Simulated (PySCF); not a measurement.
C3H8N2.
Geometry (GFN2-xTB, Å), atoms numbered from 1 in this order:
```xyz
13
C3H8N2 angstrom
C     -1.3184   -0.7605    0.1634
C     -0.2915    0.2145   -0.4213
N     -0.4111    1.5015    0.2367
C      1.0822   -0.4001   -0.3282
N      1.9899    0.1857    0.3083
H     -1.3198   -1.6963   -0.3899
H     -1.0840   -0.9663    1.2059
H     -2.3063   -0.3122    0.1114
H     -0.5176    0.3634   -1.4871
H      0.2853    2.1376   -0.1381
H     -0.1905    1.3874    1.2216
H      1.1872   -1.3679   -0.8412
H      2.8902   -0.2863    0.3409
```

The calculation used TDDFT PBE0/def2-SVPD, vertical, gas phase, core orbitals frozen in the response in PySCF.

Ground-to-excited transition dipoles (e·a0, same axes as the geometry; the sign carries no meaning), for the states with f of 0.002 or more among the lowest 6:

```csv
state,E (eV),μx,μy,μz
S3,6.521,0.247,-0.230,-0.114
S4,7.092,0.305,-0.013,0.106
S5,7.365,-0.047,-0.124,-0.191
S6,7.482,-0.043,0.008,-0.148
```

(1) What oscillator strength does each state have?

(2) Which bond between heavy atoms lies closest to the direction of the S3 transition dipole?

(3) What angle do the transition dipoles of S3 and S4 make?

(4) What peak molar absorption coefficient would the strongest computed level give as a lone Gaussian band 0.4 eV wide at half height?

Answers

(1) f = (2/3) ΔE |μ|² with ΔE in hartree (27.2114 eV).

```tsv
state	|μ|² (au)	|μ| (D)	f
S3	0.127	0.91	0.020
S4	0.105	0.82	0.018
S5	0.054	0.59	0.010
S6	0.024	0.39	0.004
```

(2) C2–C4, at 29° from it; next C2–N3 at 39°.

(3) |cos θ| = |μa·μb| / (|μa| |μb|) = 0.57, so θ ≈ 55° (taken between 0 and 90°, since the signs are arbitrary).

(4) ε(max) = 2.175×10⁸ f / FWHM, with the width in cm⁻¹. S3: 2.175×10⁸ × 0.0203 / 3226 ≈ 1400 L mol⁻¹ cm⁻¹.

On an Arm Neoverse V2 with one thread, shared host, this took 11 s and 0.71 GiB of memory at its peak.

One conformer stands for the species.
